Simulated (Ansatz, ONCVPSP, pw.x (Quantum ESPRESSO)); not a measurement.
## pw.x on diamond Zr: one setting changed

Potential: optimised norm-conserving Vanderbilt (ONCV), ONCVPSP 4.0.1.1 (patched build), PBEsol; core [Ar] 3d10, reference 4s2 4p6 4d2 5s1.5 5p0.5; waves: 4s+5s: rc 2.25 bohr, ncon 3, nbas 6, qcut 6.4 1/bohr, 2 projectors; 4p+5p: rc 2.60 bohr, ncon 4, nbas 8, qcut 6 1/bohr, 2 projectors; 4d: rc 2.25 bohr, ncon 5, nbas 9, qcut 6.5 1/bohr, local; local part: the d channel; core correction: Teter function, fcfact 1.5, rcfact 1.15.

The reference run (k-mesh 8³, cutoffs 50/200 Ry, Fermi–Dirac 0.01 Ry, mixing_beta 0.4, conv_thr 1e-9, no spin) gives 0.31 GPa at 29.112 Å³/atom, where all-electron LAPW gives 0.02 GPa. This run, with its own iteration cap, changes electron_maxstep to 2, a wrong or extreme entry chosen on purpose.

```
&control
  calculation='scf', prefix='x', pseudo_dir='./', outdir='./tmp', tstress=.true., disk_io='none'
/
&system
  ibrav=0, nat=2, ntyp=1, ecutwfc=50, ecutrho=200, nbnd=21,
  occupations='smearing', smearing='fd', degauss=0.01
/
&electrons
  conv_thr=1e-09, mixing_beta=0.4, electron_maxstep=2
/
ATOMIC_SPECIES
Zr 1.0 Zr.UPF
CELL_PARAMETERS angstrom
  0.00000000 3.07626691 3.07626691
  3.07626691 0.00000000 3.07626691
  3.07626691 3.07626691 0.00000000
ATOMIC_POSITIONS crystal
Zr 0.0000 0.0000 0.0000
Zr 0.2500 0.2500 0.2500
K_POINTS automatic
8 8 8 0 0 0
```

```bash
pw.x < Zr.scf.in > Zr.scf.out
```

**Question.** How does the run end?

**Answer.** It does not reach self-consistency within its iteration cap.

```
Message from routine setup:
     using ibrav=0 with symmetry is DISCOURAGED, use correct ibrav instead
     lattice parameter (alat)  =       8.2213  a.u.
     unit-cell volume          =     392.9150 (a.u.)^3
     number of electrons       =        24.00
     number of Kohn-Sham states=           21
     kinetic-energy cutoff     =      50.0000  Ry
     charge density cutoff     =     200.0000  Ry
     scf convergence threshold =      1.0E-09
     Exchange-correlation= PBESOL
     number of k points=    29  Fermi-Dirac smearing, width (Ry)=  0.0100
     iteration #  1     ecut=    50.00 Ry     beta= 0.40
     total energy              =    -192.06114105 Ry
     estimated scf accuracy    <       0.03264047 Ry
     iteration #  2     ecut=    50.00 Ry     beta= 0.40
     total energy              =    -192.06041304 Ry
     estimated scf accuracy    <       0.00568221 Ry
     convergence NOT achieved after   2 iterations: stopping
     Message from routine punch:
     Nothing written, as per user request (disk_io='none')
```

The run took about 7.8 s on one core of a shared host (Neoverse-V1, 32 threads, 247 GiB, load 18).
